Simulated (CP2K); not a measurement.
# PM6 run of CClF3 (SMILES FC(F)(F)Cl)

We compute a single-point energy of CClF3. 

The results are computed with CP2K 2026.2.

4 further runs of the same task are left out: 4 that didn't finish.

### 1 The molecule

CClF3 has 5 atoms, charge 0, and is taken as a singlet. As SMILES, `FC(F)(F)Cl`. The C2–Cl5 distance was set to 3.160 Å, away from the relaxed value. At this shape a bond of the SMILES string is far longer than usual.

Bond lengths: F1–C2 1.322 Å, C2–F3 1.322 Å, C2–F4 1.322 Å. Angles: F1–C2–F3 108.7°, F1–C2–F4 108.7°, F3–C2–F4 108.7°.

### 2 A single-point energy at PM6

The input, molecule.xyz:

```xyz
5

F     -0.009092    -1.217498     1.953359
C     -0.224992    -1.319098     0.653359
F     -1.472392    -1.711198     0.460159
F      0.588908    -2.235598     0.158759
Cl     0.276300     1.463300    -0.758000
```

The input, gas.inp:

```
&GLOBAL
  PROJECT gas
  RUN_TYPE ENERGY
  PRINT_LEVEL MEDIUM
&END GLOBAL

&FORCE_EVAL
  METHOD Quickstep
  &DFT
    &QS
      METHOD PM6
      EPS_DEFAULT 1.0E-10
      &SE
        &COULOMB
          CUTOFF [angstrom] 50
          RC_RANGE [angstrom] 0
        &END COULOMB
        &EXCHANGE
          CUTOFF [angstrom] 50
          RC_RANGE [angstrom] 0
        &END EXCHANGE
      &END SE
    &END QS
    # isolated system
    &POISSON
      PERIODIC NONE
      POISSON_SOLVER ANALYTIC
    &END POISSON
    # self-consistent field
    &SCF
      SCF_GUESS ATOMIC
      EPS_SCF 1.0E-06
      MAX_SCF 80
      ADDED_MOS 2
      &DIAGONALIZATION
        ALGORITHM STANDARD
      &END DIAGONALIZATION
      &MIXING
        METHOD DIRECT_P_MIXING
        ALPHA 0.4
      &END MIXING
    &END SCF
    # extra output
    &PRINT
      &MOMENTS
        PERIODIC F
        REFERENCE COM
        MAX_MOMENT 1
      &END MOMENTS
      &MO ON
        ENERGIES T
        OCCUPATION_NUMBERS T
        NDIGITS 6
        &EACH
          QS_SCF 0
        &END EACH
        ADD_LAST NUMERIC
      &END MO
      &HIRSHFELD OFF
      &END HIRSHFELD
    &END PRINT
  &END DFT
  &SUBSYS
    # box in angstrom
    &CELL
      ABC 10.1 11.7 10.7
      PERIODIC NONE
    &END CELL
    &TOPOLOGY
      COORD_FILE_NAME molecule.xyz
      COORD_FILE_FORMAT XYZ
      &CENTER_COORDINATES
      &END CENTER_COORDINATES
    &END TOPOLOGY
  &END SUBSYS
&END FORCE_EVAL
```

On the command line:

```sh
$ OMP_NUM_THREADS=1 cp2k.psmp -i gas.inp -o gas.out
```

What values should one expect? Wanted: total energy; dipole moment; HOMO energy; LUMO energy; HOMO–LUMO gap; heat of formation.

Computed results:

At PM6:

| quantity | value |
| --- | --- |
| total energy | -65.64454 Eh |
| dipole moment | 5.02 D |
| HOMO energy | -10.38 eV |
| LUMO energy | -5.12 eV |
| HOMO–LUMO gap | 5.25 eV |
| heat of formation | -59.3 kcal/mol |

In words: One bond is far stretched, which a spin-restricted single reference describes badly.
